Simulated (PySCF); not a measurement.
C₄H₃OS (charge -1).
Bonds: O1–C2, C2–C3 (aromatic), C3–C4 (aromatic), C4–C5 (aromatic), C5–S6 (aromatic), C2–S6 (aromatic). Hydrogens: H7 on C3; H8 on C4; H9 on C5.

The geometry is computed with GFN2-xTB (gas phase).

Problem. Give the optimised bond lengths and angles.

Solution. 
```tsv
bond	length (Å)	order
O1–C2	1.230	single
C2–C3	1.380	aromatic
C3–C4	1.407	aromatic
C4–C5	1.353	aromatic
C5–S6	1.744	aromatic
C2–S6	1.864	aromatic
C3–H7	1.080	single
C4–H8	1.083	single
C5–H9	1.075	single
```

Orders are formal, as drawn. A selection of angles:
```tsv
angle	degrees
O1–C2–C3	133.6
O1–C2–S6	120.3
C3–C2–S6	106.1
C2–C3–C4	116.2
C2–C3–H7	120.3
C4–C3–H7	123.5
C3–C4–C5	114.7
C3–C4–H8	122.6
C5–C4–H8	122.7
C4–C5–S6	111.8
C4–C5–H9	129.3
S6–C5–H9	119.0
C2–S6–C5	91.3
```

The 6 heavy atoms lie in one plane (0.000 Å rms). The 2 C–S bonds span 1.744 Å (C5–S6, aromatic) to 1.864 Å (C2–S6, aromatic), a spread of 0.120 Å. The C–C distances run from 1.353 Å (C4–C5, aromatic) to 1.407 Å (C3–C4, aromatic), a spread of 0.054 Å. C3 (aromatic CH carbon) is planar (angles 123.5°, 120.3° and 116.2°, sum 360.0°, 0.00 Å off the plane of its three neighbours). C5 (aromatic CH next to a ring sulfur) is planar (angles 129.3°, 119.0° and 111.8°, sum 360.0°, 0.00 Å off the plane of its three neighbours). C2 (aromatic carbon bearing oxygen) is planar (angles 133.6°, 120.3° and 106.1°, sum 360.0°, 0.00 Å off the plane of its three neighbours). C4 (aromatic CH carbon) is planar (angles 122.7°, 122.6° and 114.7°, sum 360.0°, 0.00 Å off the plane of its three neighbours).

Point group: Cs (every atom within 0.08 Å of its image). Whether it is a minimum is left open (no frequencies).
